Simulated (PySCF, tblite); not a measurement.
## sulfur dioxide and fluoride

A gas-phase complex of sulfur dioxide and fluoride; charge -1, singlet. The structure comes from a short search (6 tight-binding starts) and was relaxed by PBE0-D3(BJ)/def2-TZVPD; another way of binding may lie lower. No frequency run checks that it is a minimum.

Parts: 1 = sulfur dioxide (O=S=O), atoms 1–3; 2 = fluoride ([F-]), atoms 4, charge -1.

```xyz
4

O     0.862   -1.687    0.957
S     0.703   -0.678   -0.091
O    -0.641   -0.654   -0.674
F     0.656    0.769    0.871
```
(Å; atoms numbered from 1)

Contacts between parts, classed by geometry: S2···F4 1.737 Å (bond).

The parts are joined by the bond S2–F4, so these are energies of forming such bonds; deforming the relaxed parts to their shape in the adduct costs 2.9 kcal/mol, which the interaction energies leave out.

Interaction energies are complex less parts, with the parts frozen as they stand in it; counterpoise-corrected, in kcal/mol (PySCF). The CCSD(T) estimate is Hartree-Fock/aug-cc-pVQZ, plus the MP2 correlation part extrapolated as X⁻³ from aug-cc-pVTZ and aug-cc-pVQZ, plus CCSD(T) less MP2 in aug-cc-pVDZ; noble-gas cores are frozen. It isn't the exact limit.

```
                   level  interaction  superposition error removed
Hartree-Fock/aug-cc-pVQZ       -63.48                            -
 wB97M-D3(BJ)/def2-TZVPD       -56.12                        -0.13
  PBE0-D3(BJ)/def2-TZVPD       -60.13                        -0.16
         MP2/aug-cc-pVQZ       -50.98                        -0.99
```

(1) What does CCSD(T) at its estimated basis limit give, and which of these levels comes nearest?

(2) What holds them together? Decompose the wB97M-D3(BJ)/def2-TZVPD energy: frozen parts, their antisymmetrised product, then relaxation.

The parts were also relaxed and run alone, at the levels used for the complex: shieldings by PBE0/aug-pcSseg-2; core levels by delta-SCF with SCAN, aug-pcX-2 on the ionised atom and aug-pcseg-1 elsewhere, spin-free X2C (2p3/2 is the spin-free 2p value less a third of a first-order spin-orbit splitting).

Values alone: shielding of S2 (ppm): -267.3; shielding of F4 (ppm): 479.9; O1 1s core level (eV): 539.71; S2 2p3/2 core level (eV): 174.97; F4 1s core level (eV): 680.05.

(3) How do these values change when the complex forms?

## Answers

(1) -54.84 kcal/mol. wB97M-D3(BJ)/def2-TZVPD is nearest, off by -1.28; the errors are Hartree-Fock/aug-cc-pVQZ -8.65, wB97M-D3(BJ)/def2-TZVPD -1.28, PBE0-D3(BJ)/def2-TZVPD -5.29, MP2/aug-cc-pVQZ +3.86.

(2) electrostatic -169.7, Pauli repulsion +263.0, orbital relaxation -148.8, dispersion correction -0.8 kcal/mol, which sum to the value before the counterpoise correction; the Pauli term holds the exchange-correlation of the frozen density too. Of the attraction, 53 % is electrostatic, 47 % is orbital relaxation, 0 % is dispersion correction.

(3) 
```
                property   alone  in the complex  change
   shielding of S2 (ppm)  -267.3           -73.1  +194.2
   shielding of F4 (ppm)   479.9            68.8  -411.1
   O1 1s core level (eV)  539.71          531.83   -7.88
S2 2p3/2 core level (eV)  174.97          167.78   -7.19
   F4 1s core level (eV)  680.05          685.41   +5.36
```
